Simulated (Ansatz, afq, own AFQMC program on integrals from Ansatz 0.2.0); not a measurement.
## CH3N, singlet → CH₃N, triplet

```xyz
5

N     0.0000    0.0582    0.5542
C     0.0000   -0.1584   -0.7297
H     0.0000    0.9667    1.0152
H     0.0000   -0.7270    1.1922
H     0.0000    0.8384   -1.2134
```

Connectivity, by distances: NH2–CH.

E(triplet, charge +0) − E(singlet, charge +0) at this geometry, on RHF and UHF determinants.

Basis cc-pVDZ. Noble-gas cores (and the filled d shells of Ga–Kr and In–Xe) are frozen. AFQMC by an in-house program on the Cholesky factors that Ansatz 0.2.0 writes for its CCSD(T) run. ph-AFQMC/CISD is guided by a CISD state made of CCSD amplitudes; releasing the constraint for a short imaginary time cuts its bias at the price of noise, slowly where states lie close. Error bars are statistical, one sigma. The errors of all members are added in quadrature.

No full CI on the walks' own integrals is used here; CCSDT(Q) serves as the reference and is uncertain by about the last step of the cluster series. Each member takes its own surest rung, up to full CI.

The best estimate is CCSD(T) at the basis-set limit (CBS: def2-TZVPP and def2-QZVPP, with their diffuse functions for anions and beside diffuse sets, CCSD(T) itself extrapolated) plus the step from CCSD(T) to CCSDT(Q) in cc-pVDZ. Rows without CBS are in cc-pVDZ, the functionals in def2-TZVP; B2PLYP and the wave-function rows carry a basis error of their own. Core correlation and relativity beyond core potentials are missing, and ± holds the sampling alone.

Cautions: CH₃N (triplet): another spin lies lower.

Best estimate: 55.3 kcal/mol.

```
         level  vertical spin gap (kcal/mol)  error against the best estimate (kcal/mol)
            HF                          36.1                                       -19.1
           MP2                          53.6                                        -1.7
          CCSD                          54.5                                        -0.8
       CCSD(T)                          56.2                                         0.9
         CCSDT                          56.2                                         1.0
      CCSDT(Q)                          56.4                                         1.1
 ph-AFQMC/CISD                    56.4 ± 0.1                                   1.2 ± 0.1
released AFQMC                    56.4 ± 0.2                                   1.1 ± 0.2
        HF/CBS                          34.4                                       -20.9
       MP2/CBS                          54.0                                        -1.2
   CCSD(T)/CBS                          55.1                                        -0.2
           PBE                          51.8                                        -3.5
        r2SCAN                          46.2                                        -9.1
          PBE0                          49.0                                        -6.2
         B3LYP                          53.5                                        -1.8
       wB97M-V                          56.8                                         1.5
        B2PLYP                          54.1                                        -1.1
```

Correlation beyond CCSD(T) adds 0.2 kcal/mol. Going to the basis-set limit takes off 1.1 kcal/mol at CCSD(T). The perturbative (T) step is worth +1.7 kcal/mol. The functionals spread over 10.6 kcal/mol; B2PLYP and wB97M-V come nearest and r2SCAN is 9.1 kcal/mol too low.

Best estimates are given only where the step beyond CCSD(T) is under 0.3 eV and no member's determinant is very poor (T1 over 0.05, or 0.07 for open shells, ⟨S²⟩ too high by 0.3, two states mixed), so the hardest cases are missing from such tables.

The functionals ran in a triple-zeta set and keep a basis error of their own, a few kJ/mol for each bond in atomization energies and more for double hybrids, so close places among them and the extrapolated levels can swap.

CCSDT and higher add their correlation energy to the determinant of the CCSD(T) run, since their own runs factorise the integrals more tightly (a shift of under 2 meV). Each member of a difference takes its own highest rung, so a best estimate needn't equal the limit plus the step of one row. A walk keeps the symmetry of its determinant, which the program's search chose and which needn't be the lowest solution, so a lower state of the same spin and another symmetry isn't excluded. Released energies are given only where the last usable release times agree within the noise; a slower fall can still hide under it.
